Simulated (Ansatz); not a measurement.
# C₄H₅ClO: one species, many methods

How much do the methods differ for C₄H₅ClO? The plan is to run it at one geometry with functionals of several rungs and with coupled cluster, and see how far each lands from CCSD(T) at the basis-set limit for the atomisation energy.

Computed with Ansatz 0.2.0, Gaussian basis. Level: functionals in def2-TZVPP, the program's frozen cores in correlated methods.

Levels to be run: PBE-D4, r2SCAN-D4, PBE0-D4, B3LYP-D4, ωB97X-V, ωB97M-V, B2PLYP; CCSD(T)/def2-TZVPP; MP2/def2-QZVPP; extrapolation to the limit.

### 1 The geometry

All runs share one geometry, relaxed beforehand with PBE0-D4 in a triple-zeta def2 set.

SMILES `CC=C=C(O)Cl`, 11 atoms, charge 0, spin multiplicity 1.

Atoms are counted from 1 here; the program's logs count them from 0.

Bond lengths: C1–C2 1.495 Å, C1–H7 1.094 Å, C1–H8 1.094 Å, C1–H9 1.090 Å, C2–C3 1.304 Å, C2–H10 1.091 Å, C3–C4 1.301 Å, C4–O5 1.355 Å, C4–Cl6 1.722 Å, O5–H11 0.964 Å. Angles: C2–C1–H7 110.2°, C2–C1–H8 110.6°, C2–C1–H9 111.5°, H7–C1–H8 106.8°, H7–C1–H9 108.7°, H8–C1–H9 108.9°, C1–C2–C3 125.2°, C1–C2–H10 116.2°, C3–C2–H10 118.6°, C2–C3–C4 179.8°, C3–C4–O5 127.3°, C3–C4–Cl6 122.1°, O5–C4–Cl6 110.6°, C4–O5–H11 107.8°.

### 2 PBE-D4 (GGA)

File in.yaml:

```yaml
crystal:
  periodic: [false, false, false]
  atoms:
    - {symbol: C, position_ang: [-1.638551, -0.412014, -0.772304]}
    - {symbol: C, position_ang: [-0.601852, 0.597338, -0.394368]}
    - {symbol: C, position_ang: [0.446921, 0.358561, 0.342902]}
    - {symbol: C, position_ang: [1.491015, 0.116840, 1.080987]}
    - {symbol: O, position_ang: [2.719151, -0.275727, 0.663191]}
    - {symbol: Cl, position_ang: [1.455016, 0.273772, 2.795859]}
    - {symbol: H, position_ang: [-2.621751, -0.098794, -0.407972]}
    - {symbol: H, position_ang: [-1.715787, -0.494889, -1.860688]}
    - {symbol: H, position_ang: [-1.408539, -1.393472, -0.358952]}
    - {symbol: H, position_ang: [-0.756902, 1.610352, -0.769816]}
    - {symbol: H, position_ang: [2.696479, -0.338967, -0.298338]}
basis:
  gaussian: {orbitals: def2-TZVPP}
hamiltonian: {xc: pbe, dispersion: d4}
output: {forces: true, orbitals: {seedname: orbitals}}
```

The run is started by

```bash
ansatz run in.yaml --threads 4 --pin off --events-out ev --progress --plain --max-ram 10444MiB
```

The runs that follow: r2SCAN-D4 (meta-GGA); PBE0-D4 (hybrid); B3LYP-D4 (hybrid); ωB97X-V (range-separated); ωB97M-V (range-separated); B2PLYP (double hybrid); CCSD(T) in def2-TZVPP; MP2 in def2-QZVPP.

Q: Predict the results of all the runs planned. Wanted: atomisation energy, CCSD(T)/CBS; farthest; mean size of error, hybrid; mean size of error, range-separated; gap, smallest and largest; T1 diagnostic; triples share of the correlation energy.

**Answer**, as computed:

```
                               quantity                                 value
        atomisation energy, CCSD(T)/CBS                             46.599 eV
    functionals within 0.233 eV (0.5 %)                     B3LYP-D4, ωB97X-V
                               farthest                    PBE-D4 (+2.029 eV)
             mean size of error, hybrid                              0.428 eV
    mean size of error, range-separated                              0.172 eV
              gap, smallest and largest  3.86 eV (PBE-D4), 10.59 eV (ωB97X-V)
                          T1 diagnostic                                0.0118
triples share of the correlation energy                                 4.5 %
```

PBE-D4 is off by +2.029 eV. Double hybrids carry the basis error of their MP2 part in triple zeta, and no dispersion term here, so their miss is partly the set-up's. The reference freezes the cores and leaves out relativity and excitations past (T), so misses under about 0.233 eV can't be ranked. Hartree-Fock recovers 71 % of the binding; the rest is correlation. The gap grows from 3.9 to 10.6 eV across the functionals, mostly with the share of exact exchange.
